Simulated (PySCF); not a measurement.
Some computed properties have been withheld. Give your best values.

N-methylhydroxylamine, CH5NO.
Cartesian coordinates in Å at the GFN2-xTB level; atoms count from 1:
```xyz
8
CH5NO angstrom
C     -0.840   -0.058   -0.012
N      0.474    0.517    0.213
O      1.489   -0.380   -0.253
H     -0.939   -0.941    0.619
H     -1.577    0.682    0.294
H     -1.020   -0.344   -1.054
H      0.590    1.344   -0.372
H      1.832   -0.810    0.541
```

```tsv
property	level	value
rotational constants A, B, C of the GFN2-xTB geometry	GFN2-xTB	40.189, 9.816, 8.693 GHz
dipole moment	CAM-B3LYP/def2-SVPD	1.00 D
HOMO energy	CAM-B3LYP/def2-SVPD	?
LUMO energy	CAM-B3LYP/def2-SVPD	1.34 eV
lowest singlet excitation	TDDFT CAM-B3LYP/def2-SVPD	6.21 eV (200 nm, f = 0.001)
strongest line among the 8 lowest singlet transitions	TDDFT CAM-B3LYP/def2-SVPD	S7 at 8.72 eV (142 nm, f = 0.045)
lowest triplet excitation (Tamm–Dancoff)	TDA CAM-B3LYP/def2-SVPD	5.86 eV
static isotropic polarisability	CAM-B3LYP/def2-SVPD	?
electronic spatial extent ⟨r²⟩ about the centre of nuclear charge	CAM-B3LYP/def2-SVPD	179 bohr²
core binding energies	ΔSCF SCAN, pcX-2 on the ionised atom, pcseg-1 elsewhere, spin-free X2C	?
```

The electronic properties come from PySCF, for the isolated species, density fitting.

Task: The core binding energies?

Result: C1s 291.6 (C1), N1s 406.4 (N2), O1s 539.1 (O3) eV.

Task: Give the HOMO energy.

Result: -8.35 eV.

Task: Give the static isotropic polarisability.

Result: 30.0 au.

The principal polarisabilities are 26.8, 28.7 and 34.6 au; their mean is the isotropic value. The dipole equals about 3.3 × 10⁻³⁰ C·m (1 D = 3.33564 × 10⁻³⁰ C·m). With B = h/(8π²I), that is 505.379 GHz u Å² over I, the principal moments of inertia are 12.6, 51.5 and 58.1 u Å² (most abundant isotopes). In wavenumbers S1 is 50100 cm⁻¹ (1 eV = 8065.54 cm⁻¹). No computed singlet falls in the visible range (750 to 380 nm, 1.65 to 3.26 eV); S1 lies 2.95 eV above its blue end.

One conformer stands for the species.
